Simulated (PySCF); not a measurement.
CH2O, SMILES C=O.

The structure is a stationary point at PBE0-D3(BJ)/def2-TZVPD.

Two levels are set side by side: TDA-PBE/def2-TZVPD (PySCF) and EOM-CCSD/aug-cc-pVDZ (PySCF). Vertical, same geometry; the bases differ. Differences are taken from unrounded values.

```json
[
 {"quantity": "lowest singlet excitation (eV)", "EOM-CCSD": "4.10", "TDA-PBE": "3.91", "TDA-PBE minus EOM-CCSD": "-0.20"},
 {"quantity": "lowest triplet excitation (TDA for PBE) (eV)", "EOM-CCSD": "3.63", "TDA-PBE": "3.20", "TDA-PBE minus EOM-CCSD": "-0.43"}
]
```

A lower first singlet is the usual sign of a functional without exact exchange. Differences between two approximate levels are no errors against the true value.

Rough cost on one machine, each run with all the roots and properties that it gave: EOM-CCSD against TDA-PBE about 3 times.
